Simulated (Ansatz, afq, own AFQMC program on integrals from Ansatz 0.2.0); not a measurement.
## Where AFQMC and coupled cluster stand for NH3O, singlet

```xyz
5

N    -0.1540    0.0000    0.7068
O     0.1385    0.0000   -0.6853
H     0.3377   -0.8114    1.0705
H     0.3377    0.8114    1.0705
H    -0.7342    0.0000   -1.0862
```

Connectivity, by distances: NH2–OH.

Basis cc-pVDZ. Only valence electrons are correlated. AFQMC by an in-house program on the Cholesky factors that Ansatz 0.2.0 writes for its CCSD(T) run. The CISD trial takes its coefficients from CCSD amplitudes. Released means that phaseless walkers are propagated on without the constraint, phases kept. Free projection: walkers drawn from exp(T), propagated without any constraint. Its projection time is finite, and what remains of the start isn't in its error. Error bars are statistical, one sigma.

Determinant: RHF, the one that the program's search chose, which needn't be the lowest solution. The geometry is a PBE0/def2-TZVP stationary point of this or a neighbouring charge and spin state.

No full CI on the walks' own integrals is used here; CCSDT(Q) serves as the reference and is uncertain by about the last step of the cluster series.

Cautions: the released energies move by 1.5 errors or more from one time to the next, so no released level is given (meV from the phaseless value at times in 1/Eh: -20 ± 15 at 0.24, -26 ± 14 at 0.50, -5 ± 12 at 1.00, -43 ± 18 at 1.50), though the last usable value meets CCSDT(Q) within the noise.

- T1 diagnostic: 0.0079
- weight of the determinant in the CISD state: 0.894
- size of the correlated space: 14 electrons in 41 orbitals

```csv
level,correlation energy (eV)
MP2,-9.9465
CCSD,-10.4827
CCSD(T),-10.7140
```

Task: Estimate where free-projection AFQMC lies against CCSD(T) on the same integrals.

Result: 1.34 ± 0.68 kcal/mol below CCSD(T). The gap is under twice the noise, so this walk alone can't tell the two apart.

Reference: CCSDT(Q), correlation energy -10.751 eV.

| level | E − E(reference) (kcal/mol) | share of correlation (%) |
| --- | --- | --- |
| CCSD(T) | 0.85 | 99.66 |
| CCSDT | 0.64 | 99.74 |
| ph-AFQMC/HF | -6.14 ± 2.54 | 102.48 |
| ph-AFQMC/CISD | 0.79 ± 0.34 | 99.68 |
| free AFQMC | -0.49 ± 0.68 | 100.20 |

Free projections are given only where their last times agree within the noise and don't stop above the reference; a slow remainder of the start can still hide under it. A walk keeps the symmetry of its determinant, which the program's search chose and which needn't be the lowest solution, so a lower state of the same spin and another symmetry isn't excluded.
